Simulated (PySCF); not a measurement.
Bonding in C2H3F

Compound: C2H3F.
Numbering: `[CH2:1]=[CH:2][F:3]` (hydrogens: H4, H5 on C1; H6 on C2)

Structure used (GFN2-xTB), in Å, numbered top down from 1:
```
atom  x, y, z in Å
C1     0.690   -0.117   -0.037
C2    -0.617    0.027   -0.002
F3    -1.195    1.167    0.406
H4     1.128   -1.039   -0.367
H5     1.349    0.678    0.262
H6    -1.352   -0.713   -0.283
```

Bond orders from the PBE0/pcSseg-1 density (PySCF). Isolated species at its GFN2-xTB geometry, gas phase.

Problem. How far do the computed orders between heavy atoms stray from the drawn ones?

Solution. The largest departure is 0.049, at C1–C2 (drawn double, 1.951).

Problem. Give the Mayer order of every bond between heavy atoms, beside its length.

Solution. 
| bond | drawn as | length (Å) | Mayer order |
| --- | --- | --- | --- |
| C1–C2 | double | 1.314 | 1.951 |
| C2–F3 | single | 1.342 | 0.959 |

Problem. And the bonds to hydrogen?

Solution. C–H: 0.95 to 0.97 (3 bonds).

Problem. Sum the orders of all bonds at each heavy atom with more than one neighbour and set the sums beside the valence in the SMILES.

Solution. C1 3.846 (drawn 4), C2 3.876 (drawn 4). Orders between atoms that aren't bonded are not in these sums.

The Mayer order sums products of elements of PS (density times overlap matrix) between the two atoms' basis functions, so it depends on the basis set.
